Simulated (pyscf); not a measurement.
H₂O + [O=SnH]• -> HO–SnH•–OH (addition across a multiple bond or ene-type step; doublet surface; H–O broken, O–Sn, H–O formed). Single points on ωB97X-D3(BJ)/def2-SVP structures (PySCF, gas phase). MP2 and CC: frozen core, UHF for open shells. ΔMP2 is the change of the MP2 total energy from the triple- to the quadruple-zeta basis. Energies in kJ/mol from the separated reactants.

```json
[
 {"level": "PBE/def2-TZVP", "barrier": "-61.1", "reaction energy": "-184.1"},
 {"level": "r²SCAN/def2-TZVP", "barrier": "-62.8", "reaction energy": "-203.3"},
 {"level": "B3LYP-D3(BJ)/def2-TZVP", "barrier": "-42.6", "reaction energy": "-185.5"},
 {"level": "PBE0-D3(BJ)/def2-TZVP", "barrier": "-53.6", "reaction energy": "-202.4"},
 {"level": "HF/def2-TZVP", "barrier": "60.0", "reaction energy": "-133.7"},
 {"level": "CCSD/def2-TZVPP", "barrier": "-17.5", "reaction energy": "-192.5"},
 {"level": "CCSD(T)/def2-TZVPP + ΔMP2(QZVPP)", "barrier": "___", "reaction energy": "___"}
]
```

Question: Some entries are withheld; supply them.

Answer: 
- CCSD(T)/def2-TZVPP + ΔMP2(QZVPP), barrier: -34.3
- CCSD(T)/def2-TZVPP + ΔMP2(QZVPP), reaction energy: -203.7

On the reactant side the descent ends in an adduct with a O–Sn contact, 64.3 kJ/mol under the separated species and 19.2 kJ/mol under the saddle at ωB97X-D3(BJ)/def2-TZVP. At PBE, r²SCAN, B3LYP-D3(BJ), PBE0-D3(BJ), CCSD, CCSD(T) the saddle lies under the separated reactants, which points to a path from their complex (located at ωB97X-D3(BJ) alone). What is counted as formed (O–Sn) is already present as a longer contact in the reactant adduct; forming that adduct is a step of its own. At ωB97X-D3(BJ) the barrier from the zero used here is -45.1 kJ/mol. One saddle was located; it need not be the lowest between these sides. The CCSD(T) − MP2 part came from Ansatz, without density fitting, on the same reference. An open-shell T1 diagnostic exceeds 0.045. The frozen core leaves the outer d or s,p core shells of the metals and heavy elements correlated in the MP2 and CC values, and def2-TZVPP describes them poorly, which can shift differences by a few kcal/mol. Elements past Kr carry the def2 core potentials, without spin-orbit coupling.
